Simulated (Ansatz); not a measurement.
## C₂H (charge -1): state-averaged CASSCF

Calculated in Ansatz's Gaussian-basis code. State-averaged CASSCF with equal weights; occupations are averaged over the states; levels count from the state that is lowest in CASSCF. No symmetry is imposed, so a solution can break that of the shape. No proof that the lowest CASSCF solution was found.

Geometry:

```tsv
atom	x (Å)	y (Å)	z (Å)
H	0.0000	0.0000	-1.5748
C	0.0000	0.0000	-0.4939
C	0.0000	0.0000	0.7564
```

Basis cc-pVDZ, nonrelativistic, 2 orbitals frozen in the corrections; active space CAS(10,9). Averaged: 2 singlets.

Task: Give the levels in order.

Result: 

```json
{"state": "singlet", "CASSCF (eV)": "0.000", "SC-NEVPT2 (eV)": "0.000"}
{"state": "singlet", "CASSCF (eV)": "6.429", "SC-NEVPT2 (eV)": "6.951"}
```

Occupations: 1.99, 1.98, 1.92, 1.92, 1.49, 0.51, 0.09, 0.09, 0.02.
